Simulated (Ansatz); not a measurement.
Other spins and charges of SiH2⁻, doublet at one geometry

Geometry (PBE0/def2-TZVPD stationary point for this spin, not checked as a minimum):

```xyz
3

Si    0.0000   -0.0723    0.0000
H     0.0000    1.0067    1.1158
H     0.0000    1.0067   -1.1158
```

Basis aug-cc-pVDZ; Ansatz 0.2.0. Only valence electrons are correlated (noble-gas cores frozen). R marks a restricted (for open shells ROHF) determinant, U an unrestricted one. Active spaces: valence = (7e, 6o) chosen from the atoms' valence shells.

Gaps are energies of the second state less the first, at fixed atoms, for a selection of the levels run; each method lands on the state that its own search finds for that charge and spin.

For open shells CISD is restricted-active-space CI with the open shells as a complete middle space. The highest occupied Kohn–Sham level of the anion is positive, up to +1.43 eV, so in those functionals the extra electron is held by the basis alone, which enters their differences from the reference.

Removing an electron, to the triplet: 2.193 eV at UCCSDT(Q).

| level | gap (eV) | error (meV) |
| --- | --- | --- |
| RHF | 1.187 | -1006 |
| UHF | 1.245 | -948 |
| RMP2 | 2.070 | -123 |
| UMP2 | 2.044 | -149 |
| CISD | 2.016 | -177 |
| RCCSD | 2.139 | -54 |
| UCCSD | 2.142 | -51 |
| RCCSD(T) | 2.186 | -7 |
| UCCSD(T) | 2.186 | -7 |
| BCCD(T) | 2.186 | -7 |
| RCCSDT | 2.190 | -3 |
| UCCSDT | 2.190 | -3 |
| RCCSDT(Q) | 2.193 | 0 |
| CASSCF (valence space) | 1.083 | -1110 |
| NEVPT2 (valence space) | 1.881 | -312 |
| MRCISD (valence space) | 2.056 | -137 |
| MRCISD+Q (valence space) | 2.188 | -5 |
| PBE | 2.327 | 134 |
| r2SCAN | 2.240 | 47 |
| PBE0 | 2.287 | 94 |
| B3LYP | 2.454 | 261 |
| r2SCANh | 2.236 | 43 |
| wB97M-V | 2.434 | 241 |
| B2PLYP | 2.288 | 95 |
| RPA-PBE | 2.442 | 249 |

In so small a basis the reference is far from its limit while semilocal and hybrid functionals are nearer theirs (RPA and double hybrids share part of the reference's basis error), so the functionals' errors here hold much of the reference's basis and frozen-core error, which can add to them or hide them.

Full CI isn't at hand for all of this; UCCSDT(Q) serves as the reference, and is uncertain by the last step of the cluster series or more. The frozen core follows each run's orbitals, which can shift R against U totals by a few meV.
